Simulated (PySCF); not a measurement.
butadiene cation (C4H6), SMILES C(C=C)=C (connectivity only; charge and spin as stated), charge +1, multiplicity 2. The structure is a stationary point at PBE0-D3(BJ)/def2-SVP. The multiplicity is an assumed one; other spin states were not compared. One conformer was computed; it need not be the lowest.

The numbers are results of PBE0-D3(BJ)/def2-SVP in PySCF, not measurements.

Harmonic wavenumbers (cm⁻¹): 191, 292, 431, 515, 515, 911, 936, 993, 1012, 1036, 1046, 1278, 1281, 1292, 1350, 1476, 1513, 1682, 3168, 3170, 3199, 3205, 3292, 3293. Rotational constants (GHz): 40.66, 4.435, 3.999; symmetry number 2.

Task: Work out the zero-point energy and the ideal-gas rigid-rotor harmonic-oscillator thermochemistry at 298.15 K and 1 atm.

Result: ZPE = ½ Σ hcν = ½ × 37076 cm⁻¹ = 221.76 kJ/mol. H − E(el) = 236.94 kJ/mol. Entropy in J/(mol K): translation 158.52, rotation 93.04, vibration 27.29, spin 5.76, total 284.61. G − E(el) = 152.09 kJ/mol. Cp = 77.28 J/(mol K).
